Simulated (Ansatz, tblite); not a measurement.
**The cluster SiB₂: charged states by level of theory**

Aim: the energy of removing and adding an electron for the cluster SiB₂, by energy differences, and how well orbital energies stand in for it.

The runs use Ansatz 0.2.0, Gaussian basis; as each input shows.

Levels to be run: charge +1 doublet, at the geometry of the singlet (PBE0-D4/def2-TZVP, PBE-D4/def2-TZVP, r2SCAN-D4/def2-TZVP, CCSD(T)/def2-TZVPP); charge -1 doublet, at the geometry of the singlet (PBE0-D4/def2-TZVPD, PBE-D4/def2-TZVPD, r2SCAN-D4/def2-TZVPD, CCSD(T)/def2-TZVPD); the starting singlet's energies come from earlier runs.

1 further run of the same task is left out (set aside as unsound or not needed).

## (1) The geometry

The singlet was relaxed beforehand with r2SCAN-D4/def2-TZVP. At that level it is the lowest of the isomers that a small search found.

3 atoms, charge 0, spin multiplicity 1.

Atoms are counted from 1 here; the program's logs count them from 0.

Bond lengths: B1–B2 1.510 Å, B1–Si3 1.896 Å, B2–Si3 1.896 Å. Angles: B2–B1–Si3 66.5°, B1–B2–Si3 66.5°, B1–Si3–B2 46.9°.

## (2) Charge +1 doublet at the fixed geometry, PBE0-D4/def2-TZVP

in.yaml

```yaml
crystal:
  periodic: [false, false, false]
  atoms:
    - {symbol: B, position_ang: [0.028393, 0.855917, 0.415395]}
    - {symbol: B, position_ang: [-0.645680, 0.085164, -0.694117]}
    - {symbol: Si, position_ang: [0.617287, -0.941081, 0.278721]}
basis:
  gaussian: {orbitals: def2-TZVP}
total_charge: 1
magnetization: {spin_polarized: true, initial_magnetization: 1}
hamiltonian: {xc: pbe0, dispersion: d4}
output: {orbitals: {seedname: orbitals}}
```

On the command line:

```console
ansatz run in.yaml --threads 2 --pin off --events-out ev --progress --plain --max-ram 4352MiB
```

The program printed:

```text
Functional definition: PBE0
  name "PBE0"
  cite "Adamo & Barone, J. Chem. Phys. 110, 6158 (1999) doi:10.1063/1.478522"
  cite "Perdew, Burke & Ernzerhof, Phys. Rev. Lett. 77, 3865 (1996) doi:10.1103/PhysRevLett.77.3865"
  parent pbe
  parameter a = 0.25
  parameter kappa = 0.804
  parameter beta = 0.06672455060314922
  exchange = (1 - a)*pbe_x(kappa = kappa, mu = beta*pi^2/3) + a*exact_x
  correlation = pbe_c(beta = beta)
606 factors; their error is unknown
mean field evaluation 1: about -9199.9108 eV, gradient 3.9e1 eV
mean field evaluation 2: about -9163.1515 eV, gradient 7.5e1 eV
mean field evaluation 4: about -9209.3505 eV, gradient 1.0e1 eV
mean field evaluation 8: about -9210.1869 eV, gradient 9.3e-2 eV
mean field evaluation 16: about -9210.2241 eV, gradient 7.6e-4 eV
mean field evaluation 32: about -9210.0880 eV, gradient 9.4e-1 eV
mean field -9210.22405177 eV, -338.4694909885 hartree, gradient 1.8e-5 eV, S^2 0.781219; 3 other end points of the search recorded, 0 dependent functions left out
reference -9210.22408005 eV, -338.4694920277 hartree; 12, 11 occupied and 87, 88 virtual orbitals, 606 factors
Total energy: -9210.27785422 eV, -338.4714681919 hartree
```

Run time: 3.1 s. Hardware: 2 threads of Arm Neoverse V2, shared host.

HOMO -14.01 eV, LUMO -10.97 eV (over both spins); ⟨S²⟩ 0.781 (pure: 0.75).

## (3) Charge +1 doublet at the fixed geometry, PBE-D4/def2-TZVP

start.molden holds the orbitals of an earlier run on this state, given as this run's starting guess.

Changes to in.yaml since step 2:

```diff
@@ -7,6 +7,7 @@
 basis:
-  gaussian: {orbitals: def2-TZVP}
+  gaussian: {orbitals: def2-TZVP, initial_orbitals: start.molden}
 total_charge: 1
 magnetization: {spin_polarized: true, initial_magnetization: 1}
-hamiltonian: {xc: pbe0, dispersion: d4}
+hamiltonian: {xc: pbe, dispersion: d4}
+scf: {omitted_lower_state_checks: [starts]}
 output: {orbitals: {seedname: orbitals}}
```

Launched as before.

The program printed:

```text
Functional definition: PBE
  name "PBE"
  cite "Perdew, Burke & Ernzerhof, Phys. Rev. Lett. 77, 3865 (1996) doi:10.1103/PhysRevLett.77.3865"
  parent pbe
  parameter kappa = 0.804
  parameter beta = 0.06672455060314922
  exchange = pbe_x(kappa = kappa, mu = beta*pi^2/3)
  correlation = pbe_c(beta = beta)
these checks for a lower state are left out or cut short: starts
590 factors; their error is unknown
mean field evaluation 1: about -9209.6075 eV, gradient 5.0e0 eV
mean field evaluation 2: about -9209.6681 eV, gradient 1.1e-1 eV
mean field evaluation 4: about -9209.6606 eV, gradient 6.4e-3 eV
mean field evaluation 8: about -9209.6606 eV, gradient 2.0e-5 eV
mean field -9209.66064104 eV, -338.4487860261 hartree, gradient 2.0e-5 eV, S^2 0.767753; 0 other end points of the search recorded, 0 dependent functions left out
reference -9209.66067874 eV, -338.4487874114 hartree; 12, 11 occupied and 87, 88 virtual orbitals, 590 factors
Total energy: -9209.72565029 eV, -338.4511750721 hartree
Checks for a lower state left out: starts
```

It took 1.1 s on 2 threads of Arm Neoverse V2, shared host.

HOMO -13.06 eV, LUMO -11.98 eV (over both spins); ⟨S²⟩ 0.768 (pure: 0.75).

## (4) Charge +1 doublet at the fixed geometry, r2SCAN-D4/def2-TZVP

Changes to in.yaml since step 3:

```diff
@@ -10,3 +10,3 @@
 magnetization: {spin_polarized: true, initial_magnetization: 1}
-hamiltonian: {xc: pbe, dispersion: d4}
+hamiltonian: {xc: r2scan, dispersion: d4}
 scf: {omitted_lower_state_checks: [starts]}
```

Same command.

The program printed:

```text
Functional definition: r2SCAN
  name "r2SCAN"
  cite "Furness, Kaplan, Ning, Perdew & Sun, J. Phys. Chem. Lett. 11, 8208 (2020) doi:10.1021/acs.jpclett.0c02405"
  cite "Furness, Kaplan, Ning, Perdew & Sun, J. Phys. Chem. Lett. 11, 9248 (2020) doi:10.1021/acs.jpclett.0c03077"
  parent r2scan
  parameter k0 = 0.174
  parameter k1 = 0.065
  parameter a1 = 4.9479
  exchange = r2scan_x(k0 = k0, k1 = k1, a1 = a1)
  correlation = r2scan_c
these checks for a lower state are left out or cut short: starts
590 factors; their error is unknown
mean field evaluation 1: about -9213.9647 eV, gradient 3.4e0 eV
mean field evaluation 2: about -9213.9901 eV, gradient 7.8e-2 eV
mean field evaluation 4: about -9213.9858 eV, gradient 4.9e-3 eV
mean field evaluation 8: about -9213.9858 eV, gradient 6.9e-5 eV
mean field -9213.98576925 eV, -338.6077315562 hartree, gradient 6.3e-6 eV, S^2 0.804078; 0 other end points of the search recorded, 0 dependent functions left out
reference -9213.98578466 eV, -338.6077321226 hartree; 12, 11 occupied and 87, 88 virtual orbitals, 590 factors
Total energy: -9213.99819233 eV, -338.6081880960 hartree
Checks for a lower state left out: starts
```

It took 4.7 s on 2 threads of Arm Neoverse V2, shared host.

Report: HOMO -13.26 eV, LUMO -11.61 eV (over both spins); ⟨S²⟩ 0.804 (pure: 0.75).

## (5) Charge +1 doublet at the fixed geometry, CCSD(T)/def2-TZVPP

in.yaml

```yaml
crystal:
  periodic: [false, false, false]
  atoms:
    - {symbol: B, position_ang: [0.028393, 0.855917, 0.415395]}
    - {symbol: B, position_ang: [-0.645680, 0.085164, -0.694117]}
    - {symbol: Si, position_ang: [0.617287, -0.941081, 0.278721]}
basis:
  gaussian: {orbitals: def2-TZVPP, initial_orbitals: start.molden}
total_charge: 1
magnetization: {spin_polarized: true, initial_magnetization: 1}
correlation: {method: ccsd_t}
scf: {omitted_lower_state_checks: [starts, cluster_reference]}
output: {orbitals: {seedname: orbitals}}
```

Same command.

The program printed, shortened:

```text
Functional definition: HF
  name "HF"
  cite "Fock, Z. Phys. 61, 126 (1930) doi:10.1007/BF01340294"
  parent pbe
[...]
639 factors; integrals over basis functions are off by at most 7.7e-4 eV
[...]
mean field -9191.87811282 eV, -337.7952901676 hartree, gradient 9.7e-7 eV, S^2 2.158150; 0 other end points of the search recorded, 0 dependent functions left out
7 core orbitals not correlated: weight in the atoms' cores, before any rotation towards them, 1.000 or more for the frozen orbitals, at most 0.000 for the correlated occupied ones
reference -9191.87811282 eV, -337.7952901676 hartree; 5, 4 occupied and 92, 93 virtual orbitals, 639 factors
second order -4.84830595 eV of doubles, -0.00000000 eV of singles
cycle   1  -5.40877681 eV  change   -5.6e-1 eV  update   1.1e-1
[...]
cycle  23  -6.43905211 eV  change   -5.7e-6 eV  update   2.6e-6
perturbative correction -0.56643701 eV, -0.0208161763 hartree
WARN: the results are in doubt because among natural orbitals full CI differs from the method by -0.134 eV
Total energy: -9198.88360195 eV, -338.0527371445 hartree
In doubt: among natural orbitals full CI differs from the method by -0.134 eV
Checks for a lower state left out: starts, cluster_reference
```

Run time: 3.8 s. Hardware: 2 threads of Arm Neoverse V2, shared host.

Report: Hartree-Fock HOMO -16.53 eV, LUMO -7.63 eV (over both spins); ⟨S²⟩ 2.158 (pure: 0.75); T1 0.120. Doubts: state flagged by the program, large T1 diagnostic, spin contamination.

## (6) Vertical ionisation energy

Charged state less starting state, singlet to doublet; the starting state's energies are those of its earlier runs.

| level | vertical ionisation energy (eV) | time |
| --- | --- | --- |
| HF/def2-TZVPP† | +7.50 |  |
| PBE-D4/def2-TZVP | +9.00 | 1.8 s |
| r2SCAN-D4/def2-TZVP | +8.93 | 6 s |
| PBE0-D4/def2-TZVP | +8.97 | 4 s |
| MP2/def2-TZVPP† | +11.07 |  |
| CCSD/def2-TZVPP† | +9.77 |  |
| CCSD(T)/def2-TZVPP† | +10.09 | 5.4 s |

Times add the two runs; a level without a time comes out of a correlated run. † marks a level with a doubtful state (flagged, unstable, out of aufbau order, or strongly spin-contaminated); such levels are left out of the summary. CCSD(T)/def2-TZVPP is no safe reference here (large T1 diagnostic, spin contamination, state flagged by the program).

Beside −ε(HOMO) of the starting state:

| level | −ε(HOMO) (eV) | by difference (eV) | mismatch (eV) |
| --- | --- | --- | --- |
| PBE-D4/def2-TZVP | 6.01 | 9.00 | -3.00 |
| r2SCAN-D4/def2-TZVP | 6.16 | 8.93 | -2.77 |
| PBE0-D4/def2-TZVP | 6.93 | 8.97 | -2.04 |

## (7) Charge -1 doublet at the fixed geometry, PBE0-D4/def2-TZVPD

in.yaml

```yaml
crystal:
  periodic: [false, false, false]
  atoms:
    - {symbol: B, position_ang: [0.028393, 0.855917, 0.415395]}
    - {symbol: B, position_ang: [-0.645680, 0.085164, -0.694117]}
    - {symbol: Si, position_ang: [0.617287, -0.941081, 0.278721]}
basis:
  gaussian: {orbitals: def2-TZVPD}
total_charge: -1
magnetization: {spin_polarized: true, initial_magnetization: 1}
hamiltonian: {xc: pbe0, dispersion: d4}
output: {orbitals: {seedname: orbitals}}
```

Launched as before.

The program printed:

```text
Functional definition: PBE0
  name "PBE0"
  cite "Adamo & Barone, J. Chem. Phys. 110, 6158 (1999) doi:10.1063/1.478522"
  cite "Perdew, Burke & Ernzerhof, Phys. Rev. Lett. 77, 3865 (1996) doi:10.1103/PhysRevLett.77.3865"
  parent pbe
  parameter a = 0.25
  parameter kappa = 0.804
  parameter beta = 0.06672455060314922
  exchange = (1 - a)*pbe_x(kappa = kappa, mu = beta*pi^2/3) + a*exact_x
  correlation = pbe_c(beta = beta)
626 factors; their error is unknown
mean field evaluation 1: about -9218.7860 eV, gradient 1.9e1 eV
mean field evaluation 2: about -9209.3252 eV, gradient 3.9e1 eV
mean field evaluation 4: about -9221.3985 eV, gradient 2.7e0 eV
mean field evaluation 8: about -9221.4692 eV, gradient 1.3e-1 eV
mean field evaluation 16: about -9221.4812 eV, gradient 5.5e-4 eV
mean field evaluation 32: about -9220.6223 eV, gradient 4.3e0 eV
mean field -9221.48122342 eV, -338.8831844161 hartree, gradient 2.2e-5 eV, S^2 0.796336; 3 other end points of the search recorded, 0 dependent functions left out
reference -9221.48124950 eV, -338.8831853747 hartree; 13, 12 occupied and 104, 105 virtual orbitals, 626 factors
Total energy: -9221.56395190 eV, -338.8862246317 hartree
```

Wall time 2.9 s (2 threads of Arm Neoverse V2, shared host).

HOMO -0.42 eV, LUMO 2.65 eV (over both spins); ⟨S²⟩ 0.796 (pure: 0.75).

## (8) Charge -1 doublet at the fixed geometry, PBE-D4/def2-TZVPD

Changes to in.yaml since step 7:

```diff
@@ -7,6 +7,7 @@
 basis:
-  gaussian: {orbitals: def2-TZVPD}
+  gaussian: {orbitals: def2-TZVPD, initial_orbitals: start.molden}
 total_charge: -1
 magnetization: {spin_polarized: true, initial_magnetization: 1}
-hamiltonian: {xc: pbe0, dispersion: d4}
+hamiltonian: {xc: pbe, dispersion: d4}
+scf: {omitted_lower_state_checks: [starts]}
 output: {orbitals: {seedname: orbitals}}
```

Same command.

The program printed:

```text
Functional definition: PBE
  name "PBE"
  cite "Perdew, Burke & Ernzerhof, Phys. Rev. Lett. 77, 3865 (1996) doi:10.1103/PhysRevLett.77.3865"
  parent pbe
  parameter kappa = 0.804
  parameter beta = 0.06672455060314922
  exchange = pbe_x(kappa = kappa, mu = beta*pi^2/3)
  correlation = pbe_c(beta = beta)
these checks for a lower state are left out or cut short: starts
605 factors; their error is unknown
mean field evaluation 1: about -9220.7246 eV, gradient 5.0e0 eV
mean field evaluation 2: about -9220.7826 eV, gradient 1.2e-1 eV
mean field evaluation 4: about -9220.7775 eV, gradient 4.9e-3 eV
mean field evaluation 8: about -9220.7775 eV, gradient 3.4e-5 eV
mean field -9220.77754752 eV, -338.8573248039 hartree, gradient 3.4e-5 eV, S^2 0.768946; 0 other end points of the search recorded, 0 dependent functions left out
reference -9220.77758014 eV, -338.8573260027 hartree; 13, 12 occupied and 104, 105 virtual orbitals, 605 factors
Total energy: -9220.87754448 eV, -338.8609996243 hartree
Checks for a lower state left out: starts
```

Wall time 1.4 s (2 threads of Arm Neoverse V2, shared host).

Report: HOMO 0.64 eV, LUMO 1.79 eV (over both spins); ⟨S²⟩ 0.769 (pure: 0.75). Doubts: highest occupied level lies above zero.

## (9) Charge -1 doublet at the fixed geometry, r2SCAN-D4/def2-TZVPD

Changes to in.yaml since step 8:

```diff
@@ -10,3 +10,3 @@
 magnetization: {spin_polarized: true, initial_magnetization: 1}
-hamiltonian: {xc: pbe, dispersion: d4}
+hamiltonian: {xc: r2scan, dispersion: d4}
 scf: {omitted_lower_state_checks: [starts]}
```

The command is unchanged.

The program printed:

```text
Functional definition: r2SCAN
  name "r2SCAN"
  cite "Furness, Kaplan, Ning, Perdew & Sun, J. Phys. Chem. Lett. 11, 8208 (2020) doi:10.1021/acs.jpclett.0c02405"
  cite "Furness, Kaplan, Ning, Perdew & Sun, J. Phys. Chem. Lett. 11, 9248 (2020) doi:10.1021/acs.jpclett.0c03077"
  parent r2scan
  parameter k0 = 0.174
  parameter k1 = 0.065
  parameter a1 = 4.9479
  exchange = r2scan_x(k0 = k0, k1 = k1, a1 = a1)
  correlation = r2scan_c
these checks for a lower state are left out or cut short: starts
605 factors; their error is unknown
mean field evaluation 1: about -9225.2063 eV, gradient 3.4e0 eV
mean field evaluation 2: about -9225.2269 eV, gradient 4.3e-2 eV
mean field evaluation 4: about -9225.2224 eV, gradient 3.4e-4 eV
mean field evaluation 8: about -9225.2224 eV, gradient 1.8e-5 eV
mean field -9225.22241772 eV, -339.0206707710 hartree, gradient 2.8e-5 eV, S^2 0.804352; 0 other end points of the search recorded, 0 dependent functions left out
reference -9225.22244107 eV, -339.0206716289 hartree; 13, 12 occupied and 104, 105 virtual orbitals, 605 factors
Total energy: -9225.24158137 eV, -339.0213750219 hartree
Checks for a lower state left out: starts
```

It took 6.5 s on 2 threads of Arm Neoverse V2, shared host.

HOMO 0.33 eV, LUMO 2.04 eV (over both spins); ⟨S²⟩ 0.804 (pure: 0.75). Doubts: highest occupied level lies above zero.

## (10) Charge -1 doublet at the fixed geometry, CCSD(T)/def2-TZVPD

Changes to in.yaml since step 9:

```diff
@@ -10,4 +10,4 @@
 magnetization: {spin_polarized: true, initial_magnetization: 1}
-hamiltonian: {xc: r2scan, dispersion: d4}
-scf: {omitted_lower_state_checks: [starts]}
+correlation: {method: ccsd_t}
+scf: {omitted_lower_state_checks: [starts, cluster_reference]}
 output: {orbitals: {seedname: orbitals}}
```

The command is unchanged.

The program printed, shortened:

```text
Functional definition: HF
  name "HF"
  cite "Fock, Z. Phys. 61, 126 (1930) doi:10.1007/BF01340294"
  parent pbe
[...]
714 factors; integrals over basis functions are off by at most 7.3e-4 eV
[...]
mean field -9201.68675543 eV, -338.1557511349 hartree, gradient 3.0e-6 eV, S^2 1.094063; 0 other end points of the search recorded, 0 dependent functions left out
7 core orbitals not correlated: weight in the atoms' cores, before any rotation towards them, 1.000 or more for the frozen orbitals, at most 0.000 for the correlated occupied ones
reference -9201.68675543 eV, -338.1557511349 hartree; 6, 5 occupied and 104, 105 virtual orbitals, 714 factors
second order -7.62541267 eV of doubles, -0.00000000 eV of singles
cycle   1  -7.77558891 eV  change   -1.5e-1 eV  update   1.2e-1
[...]
cycle  16  -8.41616659 eV  change   -5.7e-6 eV  update   3.7e-6
perturbative correction -0.72812025 eV, -0.0267579255 hartree
Total energy: -9210.83104226 eV, -338.4917974777 hartree
Checks for a lower state left out: starts, cluster_reference
```

Run time: 5.5 s. Hardware: 2 threads of Arm Neoverse V2, shared host; peak memory 0.67 GiB.

Report: Hartree-Fock HOMO -2.67 eV, LUMO 4.70 eV (over both spins); ⟨S²⟩ 1.094 (pure: 0.75); T1 0.067. Doubts: large T1 diagnostic, spin contamination.

## (11) Vertical electron affinity

Starting state less charged state (positive: the electron is bound), singlet to doublet; the starting state's energies are those of its earlier runs.

| level | vertical electron affinity (eV) | time |
| --- | --- | --- |
| HF/def2-TZVPD† | +2.31 |  |
| PBE-D4/def2-TZVPD | +2.14 | 2.2 s |
| r2SCAN-D4/def2-TZVPD | +2.31 | 8.2 s |
| PBE0-D4/def2-TZVPD | +2.31 | 3.7 s |
| MP2/def2-TZVPD† | +1.53 |  |
| CCSD/def2-TZVPD† | +2.03 |  |
| CCSD(T)/def2-TZVPD† | +1.87 | 7.8 s |

Times add the two runs; a level without a time comes out of a correlated run. † marks a level with a doubtful state (flagged, unstable, out of aufbau order, or strongly spin-contaminated); such levels are left out of the summary. CCSD(T)/def2-TZVPD is no safe reference here (large T1 diagnostic, spin contamination).

Beside −ε(LUMO) of the starting state:

| level | −ε(LUMO) (eV) | by difference (eV) | mismatch (eV) |
| --- | --- | --- | --- |
| PBE-D4/def2-TZVPD | 4.93 | 2.14 | +2.79 |
| r2SCAN-D4/def2-TZVPD | 4.87 | 2.31 | +2.56 |
| PBE0-D4/def2-TZVPD | 4.13 | 2.31 | +1.82 |

## (12) Results

| quantity | value |
| --- | --- |
| vertical ionisation energy, functionals in def2-TZVP | 8.93 (r2SCAN-D4) to 9.00 eV (PBE-D4) |
| vertical electron affinity, functionals in def2-TZVPD | 2.14 (PBE-D4) to 2.31 eV (PBE0-D4) |

The vertical ionisation energy spans 8.93 to 9.00 eV over the functionals. −ε(HOMO) misses the level's own difference by -2.04 eV at best (PBE0-D4) and -3.00 eV at worst (PBE-D4). The vertical electron affinity spans 2.14 to 2.31 eV over the functionals. The anion's highest level lies above zero where self-interaction lifts it, so diffuse functions weigh on these values. −ε(LUMO) misses the level's own difference by +1.82 eV at best (PBE0-D4) and +2.79 eV at worst (PBE-D4).
